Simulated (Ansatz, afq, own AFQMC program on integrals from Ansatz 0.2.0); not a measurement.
AlNH₂, triplet in cc-pVDZ, levels against CCSDT(Q)

```yaml
atoms:
  - { symbol: Al, position_ang: [-0.0052, -0.0828, 0.6206] }
  - { symbol: N, position_ang: [-0.0052, 0.0376, -1.1434] }
  - { symbol: H, position_ang: [-0.0052, 1.3520, 1.3539] }
  - { symbol: H, position_ang: [0.2167, 0.3426, -2.0789] }
```

Connectivity, by distances: AlH–NH.

Basis cc-pVDZ. Noble-gas cores (and the filled d shells of Ga–Kr and In–Xe) are frozen. Integrals, coupled cluster, full CI and functionals: Ansatz 0.2.0; the random walks run on the same integrals in our own AFQMC program. ph-AFQMC/CISD is guided by a CISD state made of CCSD amplitudes; releasing the constraint for a short imaginary time cuts its bias at the price of noise, slowly where states lie close. Uncertainties: one standard error, sampling alone.

Determinant: UHF, the one that the program's search chose, which needn't be the lowest solution. The geometry is a point of a scan.

No full CI on the walks' own integrals is used here; CCSDT(Q) serves as the reference and is uncertain by about the last step of the cluster series.

Cautions: lower spins were not checked.

The T1 diagnostic is 0.0213 and the weight of the determinant in the CISD state is 0.902. The ⟨S²⟩ of the determinant is 2.016 and the size of the correlated space is 10 electrons in 36 orbitals.

```tsv
level	correlation energy (eV)
MP2	-4.9103
CCSD	-5.6534
CCSD(T)	-5.7881
```

Estimate where phaseless AFQMC with a CISD trial lies against CCSD(T) on the same integrals.

0.56 ± 0.35 mEh below CCSD(T). The gap is under twice the noise, so this walk alone can't tell the two apart.

Reference: CCSDT(Q), correlation energy -5.831 eV. The released energy is read at 2.40 1/Eh (meV from the phaseless value at times in 1/Eh: 3 ± 11 at 0.24, -20 ± 9 at 0.51, -8 ± 10 at 0.99, -5 ± 11 at 1.62, -22 ± 17 at 2.40).

```tsv
level	E − E(reference) (mEh)	share of correlation (%)
CCSD(T)	1.56	99.27
CCSDT	0.47	99.78
ph-AFQMC/HF	2.25 ± 2.32	98.95
ph-AFQMC/CISD	1.00 ± 0.35	99.53
released AFQMC	0.21 ± 0.62	99.90
```

Released energies are given only where the last usable release times agree within the noise; a slower fall can still hide under it.
